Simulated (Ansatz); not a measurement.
# Zinc-blende HgTe

Calculation: r²SCAN (Ansatz, a quantum-chemistry and plane-wave program, plane waves, PAW).

Settings: plane-wave cutoff 600 eV, 20×20×20 k mesh, Fermi–Dirac smearing 0.05 eV, finite displacements, scalar-relativistic PAW data made under PBE.

Cell: measured lattice: a = 6.4530 Å, b = 6.4530 Å, c = 6.4530 Å, α = 90.00°, β = 90.00°, γ = 90.00°.

| Quantity | Value |
|---|---|
| zone-centre TO phonon frequency | 115 cm⁻¹ |

Measured, for comparison: zone-centre TO phonon frequency 116 cm⁻¹ (temperature not stated, no zero-point or thermal correction, Raman; as tabulated in Cardona et al. (2009), arXiv:0908.2634). Computed (rounded) less measured: zone-centre TO phonon frequency -0.9 %.

Note: the solid has no gap at this level, which affects its response; the cell isn't this level's own, so it is under some stress, which shifts stiffness and frequencies.

Spin–orbit coupling is not included; it can shift volumes and moduli of such heavy elements.

The result took around 100 core-minutes (rough).
